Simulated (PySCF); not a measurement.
Results of PBE0 in PySCF (GTH pseudopotentials, Gaussian basis, DZ basis) for rock-salt NaCl.

The same calculation (at the measured cell, 22.427 Å³/atom) with different numerical settings:

| run | k mesh | gap on the mesh (eV) | total energy (eV/atom) | rough time |
|---|---|---|---|---|
| 1 | 2×2×2 | 7.352 | -847.8955 | 70 core-s |
| 2 | 3×3×3 | 7.292 | -847.9525 | 3 core-min |
| 3 | 4×4×4 | 7.261 | -847.9455 | 20 core-min |

In the column total energy (eV/atom) the first row differs from the last by +0.0500 and the next to last by -0.0070.

The last row is no converged limit: other settings stay fixed.
